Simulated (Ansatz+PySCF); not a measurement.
Values are calculated unless marked as measured or tabulated.
## Ansatz (development build ahead of 0.2.0) run

```yaml
crystal:
  periodic: [false, false, false]
  atoms:
    - { symbol: S, position_ang: [0.0, 0.0, -0.17683] }
    - { symbol: H, position_ang: [0.0, 1.65159, 1.41465] }
    - { symbol: H, position_ang: [0.0, -1.65159, 1.41465] }
basis:
  gaussian: { orbitals: "6-31G" }
magnetization:
  spin_polarized: true
hamiltonian:
  xc: pbe0
scf:
  omitted_lower_state_checks: [stability, starts, atomic_configurations, cluster_reference, orbital_swaps, given_window_search, neighbouring_geometries, increment]
```

The input is written out in the form of the current development build from the run's settings.

Output:

```yaml
Converged: yes
Total_energy: -398.98066 hartree
Spin_squared_of_the_determinant: 0.000
Occupied_orbitals_by_symmetry_in_an_Abelian_subgroup_alpha;_beta: 5 A1 2 B1 2 B2; 5 A1 2 B1 2 B2
```

This is not the lowest solution: another run reaches a determinant 0.31 eV lower.
